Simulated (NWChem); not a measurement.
# Ionisation of B (+1)

```xyz
1

B      0.0000     0.0000     0.0000
```
Charge +1, spin multiplicity 1.

Everything below was run with NWChem.

Basis set: def2-TZVPD. −ε marks an orbital energy of the parent.

B3LYP has NWChem's definition, with VWN1-RPA local correlation.

Question: Order these methods by the first vertical ionisation energy they give, lowest first: −ε(HOMO) of HF, −ε(HOMO) of B3LYP, evGW0@PBE, −ε(HOMO) of PBE.

Answer: −ε(HOMO) of PBE (19.50 eV), −ε(HOMO) of B3LYP (20.57 eV), −ε(HOMO) of HF (23.77 eV), evGW0@PBE (24.71 eV)
